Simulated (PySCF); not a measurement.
**HCN + 2 H₂O → C(OH)₂ + NH₃**

Level: PBE0 in the def2-TZVP basis family, all electrons, no relativity, computed in PySCF with density fitting; open shells unrestricted.

```
species                                                                state and structure  ZPE (kJ/mol)  H(298 K) − H(0) (kJ/mol)  S° (J/(mol K))
    HCN                               singlet, C∞v, C–H 1.069 Å, C–N 1.146 Å; H–C–N 180.0°          43.3                       9.1           201.2
    H₂O                                       singlet, C2v, O–H 0.960 Å (×2); H–O–H 105.1°          56.5                       9.9           188.7
 C(OH)₂  singlet, C2v, C–O 1.317 Å (×2), O–H 0.962 Å (×2); C–O–H 106.4° (×2), O–C–O 105.2°          89.3                      11.0           242.9
    NH₃                                  singlet, C3v, N–H 1.013 Å (×3); H–N–H 107.1° (×3)          90.6                      10.0           192.4
```

Q: Is the gas-phase reaction uphill or downhill in electronic energy at this level, and by how much?

A: At PBE0/def2-TZVP, ΔE = 42.1 kJ/mol, uphill. 

Q: Add zero-point, thermal and entropy terms for 298.15 K and 1 bar.

A: ΔZPE = 23.6 and Δ[H(298) − H(0)] = -7.9 kJ/mol give ΔH° = 57.8 kJ/mol. ΔS° = -143.3 J/(mol K), so ΔG° = 57.8 − 298.15 × (-0.1433) = 101 kJ/mol and log₁₀K = -17.6.

The structures come from searches over a few start shapes, so lower isomers are not excluded.
